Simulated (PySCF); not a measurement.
Work out the structure from these simulated measurements.

Formula: C4H4S2.

| Item | Value |
| --- | --- |
| Dipole | 1.59 D [wB97X-D/def2-SVPD] |
| Rotational structure | rotational constants A, B, C: 5.319, 1.851, 1.386 GHz [PBE0-D3(BJ)/def2-SVP] |
| 1H NMR | chemical shifts (computed TMS as zero) by class: 7.31 (1 H), 7.23 (1 H), 7.02 (1 H), 3.49 (1 H) ppm [GIAO PBE0/pcSseg-1] |
| Triplet | lowest triplet excitation (Tamm–Dancoff): 3.65 eV [TDA wB97X-D/def2-SVPD] |
| UV, first state | lowest singlet excitation: 5.23 eV (237 nm, f = 0.073) [TDDFT wB97X-D/def2-SVPD] |
| 13C NMR | chemical shifts (computed TMS as zero) by class: 142.9 (1 C), 139.7 (1 C), 135.9 (1 C), 131.6 (1 C) ppm [GIAO PBE0/pcSseg-1] |
| NMR, other nuclei | isotropic shieldings of nuclei other than C and H, by class: 233 (1 S), 585 (1 S) ppm [GIAO PBE0/pcSseg-1] |
| Valence photoelectron | vertical ionisation energy: 8.89 eV [ΔSCF wB97X-D/def2-SVPD] |
| Polarisability | 83.8 au [wB97X-D/def2-SVPD] |
| UV, strongest line | among the 10 lowest singlet transitions: S3 at 5.77 eV (215 nm, f = 0.112) [TDDFT wB97X-D/def2-SVPD] |

Gas-phase values; electronic properties from PySCF, density fitting. Levels stand in brackets. Geometry: PBE0-D3(BJ)/def2-SVP, one conformer, isolated molecule. Each NMR value is the plain mean over a class of atoms that symmetry, rotation or inversion makes alike.

**Question.** What is the compound? Reason from the data.

**Answer.** Numbering: `[SH:1][c:2]1[cH:3][cH:4][cH:5][s:6]1`. Its formula, C4H4S2, gives 3 degrees of unsaturation: 1 ring and 2 π bonds in the structure found (Kekulé form). 4 carbons fall into 4 classes; from least to most shielded: aromatic CH carbon [C3] (142.9 ppm), aromatic CH next to a ring sulfur [C5] (139.7 ppm), substituted aromatic carbon [C2] (135.9 ppm), aromatic CH carbon [C4] (131.6 ppm). Hydrogen classes from least to most shielded: 1 H on an aromatic CH carbon, C3 (7.31 ppm), 1 H on an aromatic CH next to a ring sulfur, C5 (7.23 ppm), 1 H on an aromatic CH carbon, C4 (7.02 ppm), 1 H on a thiol sulfur, S1 (3.49 ppm). The other shieldings belong to: 233 ppm, thiophene-type sulfur [S6]; 585 ppm, thiol sulfur [S1]. The first electron is taken from the HOMO, whose largest Löwdin shares are 0.23 on the substituted aromatic carbon, 0.21 on the aromatic CH next to a ring sulfur, 0.21 on the thiol sulfur and 0.13 on an aromatic CH carbon. By its constants the optimised geometry is an asymmetric top. Structure: `SC1=CC=CS1`. Computed isomers that give other values at the same levels: `Sc1ccsc1` (13C chemical shifts (computed TMS as zero) by class: 137.9 (1 C), 135.6 (1 C), 133.5 (1 C), 130.5 (1 C) ppm); `C1=CSC=CS1` (rotational constant A: 4.283 GHz; this holds for the one conformer computed). The assignments are read from this structure; whether some other isomer fits the data as well wasn't checked.

Conformer computed: `[SH:1][c:2]1[cH:3][cH:4][cH:5][s:6]1`: H–S1–C2–C3 -105°.
